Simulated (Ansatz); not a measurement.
Saddle point of CH6AlN, singlet (CH₆AlN ([CH3][AlH][NH2]) → AlNH₂ ([NH][AlH]) + CH₄; bonds formed: C2–H4; bonds broken: Al1–C2, N3–H4), PBE0-D4/def2-TZVP structure:

```
9
angstrom
Al -0.9624 0.0166 -0.6764
C 0.4694 0.4407 0.8963
N 0.1166 -1.1061 -1.3149
H 0.6319 -0.4129 -0.0654
H -2.2501 0.9099 -0.4787
H 1.4547 0.1708 1.2850
H 0.5073 1.5165 0.6956
H -0.2395 0.2405 1.7069
H 0.2721 -1.7761 -2.0484
```

Energies are electronic, without zero-point energy. Barriers and step energies count from the start structure reached by relaxing down the imaginary mode; all methods use the PBE0-D4 structures, on which another method's saddle can fall below an end. Ansatz 0.2.0; basis: def2-TZVPP, with def2-QZVPP for the basis limit; cores frozen in the correlated methods. B3LYP uses VWN-RPA correlation. Extrapolation: Hartree–Fock as exp(−7.88 √X), correlation as X^−2.97.

```tsv
method	barrier (kcal/mol)	step energy (kcal/mol)
SPW92	62.64	61.47
PBE-D4	66.55	57.65
BLYP-D4	69.07	54.64
r2SCAN-D4	?	61.32
B97M-V	75.17	62.09
PBE0-D4	72.77	63.02
B3LYP-D4	?	59.53
r2SCAN0-D4	?	64.88
BHLYP-D4	81.06	65.06
CAM-B3LYP-D4	76.58	62.66
wB97X-V	77.23	64.10
wB97M-V	75.64	62.43
B2PLYP	74.24	59.10
PBE-QIDH	75.62	64.14
RPA on PBE	74.30	58.01
HF	92.40	68.37
MP2	73.20	59.51
CCSD	78.86	62.50
CCSD(T)	75.43	60.26
```

(1) Fill in the withheld barriers. (An estimate is asked for; the value comes from the calculation.)

The T1 diagnostic stays at or below 0.023.

## Answers

(1) The calculation gives: B3LYP-D4 73.98; r2SCAN-D4 70.71; r2SCAN0-D4 75.07 kcal/mol. Each is the energy of the saddle less that of the start structure, by the same method.

For comparison, the barrier by CCSD(T) at an estimated basis limit (MP2 extrapolated from triple and quadruple zeta, plus CCSD(T) − MP2 in triple zeta) is 74.56 kcal/mol.

Labels in which every atom is bracketed show which atoms are joined, not bond orders.

For scale, one of the runs: CCSD(T)/def2-TZVPP, 188 basis functions, launched by `ansatz run in.yaml --threads 2 --pin off --events-out ev --progress --plain --max-ram 4352MiB`. Time: 28 s of wall clock on 2 CPU threads of an Arm Neoverse V2; the host was shared. Peak host memory: 1.9 GiB.
